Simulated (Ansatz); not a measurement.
The same path of C2H3O2 (7 atoms, charge 0, multiplicity 2) was run twice with different band settings. The coordinate that changes most is the dihedral H5–C1–C2–O4.

The calculation used UKS PBE/def2-SVP (Ansatz).

Relaxed end points:

```xyz
7
Properties=species:S:1:pos:R:3
C -0.205 0.613 -0.181
C 0.257 -0.761 0.195
O 1.069 -0.995 1.139
O -0.120 -1.816 -0.396
H -0.935 0.560 -1.011
H -0.670 1.104 0.697
H 0.665 1.227 -0.488
```

```xyz
7
Properties=species:S:1:pos:R:3
C -0.194 0.616 -0.184
C 0.256 -0.762 0.193
O -0.236 -1.422 1.156
O 1.175 -1.391 -0.410
H -1.292 0.622 -0.339
H 0.032 1.319 0.643
H 0.319 0.950 -1.105
```

Common settings: climbing image yes; spring 5.0 eV/Å²; optimiser quadratic models (default); start path through a guess of the saddle point; force threshold 0.03 eV/Å; end points relaxed.

| run | movable images | iteration limit |
| --- | --- | --- |
| 1 | 7 | 54 |
| 2 | 2 | 60 |

What does each run give, and how far can it be trusted?

Run 1: converged after 8 iterations, highest image 0.000 eV above the first end. The highest image is an end point: on this band no image between the ends rises above it.
Run 2: converged after 7 iterations, highest image 0.000 eV above the first end. The highest image is an end point: on this band no image between the ends rises above it. So few images can step over the top or miss a turn of the path.
